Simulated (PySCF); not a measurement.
Gas-phase reaction: 2 SiHF + 4 F → SiF₄ + SiH₂F₂

Method: PySCF energies (xtb for GFN2) plus ideal-gas RRHO corrections (1 bar). † marks an energy on the PBE0/def2-TZVP geometry and frequencies; other levels use their own. CCSD(T) freezes the core. 6-31G* has spherical d functions here. Open shells (unrestricted): F (multiplicity 2, electronic degeneracy 6); the rest are closed-shell singlets. GFN2 has no spin-polarisation term. Spin-orbit splitting is ignored; it lowers the true energy and changes the entropy of F. B3LYP is the form with VWN-RPA correlation. SiHF: computed as isolated molecules; such fragments, hydroxides, amides, oligomers or adducts are transient or little studied in the gas. CCSD(T) isn't extrapolated to the basis-set limit; its ΔH°(298 K) is -2158.8 kJ in def2-SVP and -2330.2 kJ in def2-TZVPP. The harmonic model lacks anharmonicity and excited electronic states, which grow with temperature; levels with a mode under 35 cm⁻¹ are left out.

ΔH° and ΔS° at 298 K: B3LYP/6-31G* -2284 kJ, -574 J/K; BLYP/def2-TZVP† -2301 kJ, -574 J/K; CCSD(T)/def2-TZVPP† -2330 kJ, -574 J/K; GFN2-xTB -2142 kJ, -556 J/K.

Problem. With the heat capacities included, give log10 K (1 bar) at 500, 600, 1000, 1200, 2000 K from B3LYP/6-31G*, BLYP/def2-TZVP†, CCSD(T)/def2-TZVPP†, GFN2-xTB.

Solution. 
```json
[
 {"T (K)": "500", "B3LYP/6-31G*": "208.6", "BLYP/def2-TZVP†": "210.2", "CCSD(T)/def2-TZVPP†": "213.3", "GFN2-xTB": "194.7"},
 {"T (K)": "600", "B3LYP/6-31G*": "168.7", "BLYP/def2-TZVP†": "170.1", "CCSD(T)/def2-TZVPP†": "172.7", "GFN2-xTB": "157.3"},
 {"T (K)": "1000", "B3LYP/6-31G*": "89.0", "BLYP/def2-TZVP†": "89.8", "CCSD(T)/def2-TZVPP†": "91.4", "GFN2-xTB": "82.7"},
 {"T (K)": "1200", "B3LYP/6-31G*": "69.1", "BLYP/def2-TZVP†": "69.8", "CCSD(T)/def2-TZVPP†": "71.1", "GFN2-xTB": "64.0"},
 {"T (K)": "2000", "B3LYP/6-31G*": "29.3", "BLYP/def2-TZVP†": "29.8", "CCSD(T)/def2-TZVPP†": "30.5", "GFN2-xTB": "26.8"}
]
```
